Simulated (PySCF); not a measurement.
Orbital picture of LiS⁺

PBE0 at R = 2.470 Å; PySCF, no relativity, basis sets Li 6-311G(d,p), S 6-311G(d,p). State: ³Σ⁻ (triplet), unpaired electrons π ↑↑. Only the outer orbitals are listed, counted within each symmetry.

```tsv
spin	orbital	occ.	ε (eV)	on Li (%)	main shells (%)
α	5σ	1	-26.33	-1	101 S s
α	2π	1	-15.29	1	99 S p
α	2π	1	-15.29	1	99 S p
α	6σ	1	-14.50	10	89 S p
α	7σ	0	-5.84	103	101 Li s
α	3π	0	-4.40	100	100 Li p
α	3π	0	-4.40	100	100 Li p
β	5σ	1	-23.38	2	98 S s
β	6σ	1	-13.68	12	87 S p
β	2π	0	-10.04	3	97 S p
β	2π	0	-10.04	3	97 S p
β	7σ	0	-5.74	102	98 Li s
```

Task: Which are the highest filled and the lowest empty level, where do they sit, and how wide is the gap?

Result: Highest filled β 6σ at -13.68 eV (in %: 87 S p); lowest empty β 2π at -10.04 eV (in %: 97 S p); the gap at PBE0 is 3.64 eV.

The bond order (Mayer) is 0.42 and the ⟨S²⟩ is 2.004. The charge on Li (Mulliken, basis-dependent) is 0.76. The charge on Li (Löwdin, basis-dependent) is 0.51, the dipole moment (positive dipole points towards S; it is taken about the centre of mass and depends on that origin) is -7.81 D and the polarisability along the bond is 20.9 bohr³. The polarisability across the bond is 12.1 bohr³.

Shares are Mulliken populations and can fall outside 0 to 100 %.

The state is the lowest determinant that a PBE0 search found; another state may lie lower at other levels.
